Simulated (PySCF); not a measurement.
Compound: C4H5O (charge -1).
SMILES: `C=CC(=C)[O-]`

The closed-shell SCF was solved with PySCF and density fitting under several settings on one GFN2-xTB geometry (grid level 2 and gas phase unless stated).

```
                                                       settings  basis functions  SCF cycles     E (Eh)  HOMO (eV)  LUMO (eV)
                                                  PBE0/pcSseg-1              110          15  -230.3389       0.24       4.66
                                                 PBE0/6-31++G**              120          16  -230.3823      -0.13       3.11
                               CAM-B3LYP/pcSseg-1, grid level 1              110          11  -230.4992      -0.96       5.78
OPBE/pcSseg-1, fitting basis def2-qzvpp-jkfit, start guess atom              110          14  -230.5016       1.36       3.91
```

Q: Estimate the rows for these settings: (1) mPW1PW91/pcSseg-1, start guess atom; (2) CAM-B3LYP/def2-SVPD.

A: 
| settings | basis functions | SCF cycles | E (Eh) | HOMO (eV) | LUMO (eV) |
| --- | --- | --- | --- | --- | --- |
| mPW1PW91/pcSseg-1, start guess atom | 110 | 12 | -230.5518 | 0.21 | 4.64 |
| CAM-B3LYP/def2-SVPD | 143 | 14 | -230.3689 | -1.30 | 5.28 |

Q: Over all rows, what range does the HOMO–LUMO gap span?

A: From 2.55 eV (OPBE/pcSseg-1, fitting basis def2-qzvpp-jkfit, start guess atom) to 6.74 eV (CAM-B3LYP/pcSseg-1, grid level 1). The functional of the narrowest has no exact exchange, that of the widest range-separated exact exchange.

Q: Compare two rows with the functional PBE0: PBE0/6-31++G** and PBE0/pcSseg-1. Which energy is lower, and by how much?

A: PBE0/6-31++G** (120 functions) lies 0.0434 Eh or 27 kcal/mol below PBE0/pcSseg-1 (110 functions).

Cycle counts include a coarse-grid stage where the run had one. All basis functions are spherical, in the Pople sets too. The HOMO energy is positive at OPBE/pcSseg-1, PBE0/pcSseg-1 and mPW1PW91/pcSseg-1; such an orbital is held in place by the finite basis.

The values belong to the conformer `[CH2:1]=[CH:2][C:3](=[CH2:4])[O-:5]`: C1–C2–C3–C4 180°.
